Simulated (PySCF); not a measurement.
**Relaxation of triplet SiCl₂**

Level of theory: UPBE0/[Si def2-TZVP, Cl def2-TZVP], no relativity, density fitting, PySCF. A (50,194) grid was used.

A start displaced from a saddle point along its imaginary mode, of C2v symmetry, held to at least that symmetry:

Coordinates in bohr (charge 0 multiplicity 3):
```
Si   -0.1378    0.1801    0.0000
Cl    0.0551   -0.0720    3.9838
Cl    0.0551   -0.0720   -3.9838
```

Optimiser trace:
```
step  E − E(last) (kJ/mol)  largest gradient (Eh/bohr)
   0                 74.21                     0.00916
   1                 59.92                     0.01275
   2                 38.84                     0.01805
   3                 18.59                     0.02650
   4                  5.24                     0.01354
   5                  0.16                     0.00294
   6                  0.02                     0.00103
   7                  0.00                     0.00005
```

It ends at C2v with Si–Cl 2.045 Å (×2); Cl–Si–Cl 118.5°. A frequency run shows a minimum. Other isomers or separated fragments may lie lower.

Final geometry:
Coordinates in bohr (charge 0 multiplicity 3):
```
Si   -0.8572    1.1204    0.0000
Cl    0.3429   -0.4482    3.3215
Cl    0.3429   -0.4482   -3.3215
```

At this level a singlet minimum of C2v symmetry lies 201 kJ/mol below this structure.

The relaxation took 12 s on 4 threads of a shared Arm Neoverse V2 host, with 111 basis functions and 8 gradients; the process peaked at 0.97 GiB. Launch command: `OMP_NUM_THREADS=4 python axn.py task.json out`.
